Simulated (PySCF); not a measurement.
A spin–spin coupling run with PySCF 2.14.0 with density-fitted response routines (density fitting, non-relativistic, gas phase) on `F`, FH:

```
$ OMP_NUM_THREADS=1 python probes_run.py task.json out

{"job": {"kind": "j", "xc": "PBE0", "basis": "pcJ-2", "full": true}, "charge": 0, "multiplicity": 1}
F      0.468439    -0.027768     0.000931
H     -0.450959    -0.001052    -0.013061
```

Hardware: 1 thread of an Arm Neoverse N1, shared host. The job also computes field gradients.

Question: How large is the calculation?

Answer: 10 electrons, 75 basis functions and 144 auxiliary functions.

Question: How long does it take, and how much memory does it need?

Answer: 0.98 s of wall time, with 10 SCF cycles; peak memory 0.28 GiB. Times on a shared host scatter by some tens of per cent.

Question: And these other runs on the same molecule and hardware: GIAO shielding at B97-2/pcSseg-2; GIAO shielding at KT3/pcSseg-2; GIAO shielding at PBE0/pcSseg-2; GIAO shielding at wB97X-D/pcSseg-2; spin–spin coupling at B3LYP/pcJ-2; spin–spin coupling at B97-2/pcJ-2?

Answer: B97-2/pcSseg-2: 50 functions, 0.62 s; KT3/pcSseg-2: 50 functions, 0.76 s; PBE0/pcSseg-2: 50 functions, 1.4 s; wB97X-D/pcSseg-2: 50 functions, 0.71 s; B3LYP/pcJ-2: 75 functions, 0.96 s; B97-2/pcJ-2: 75 functions, 0.97 s.
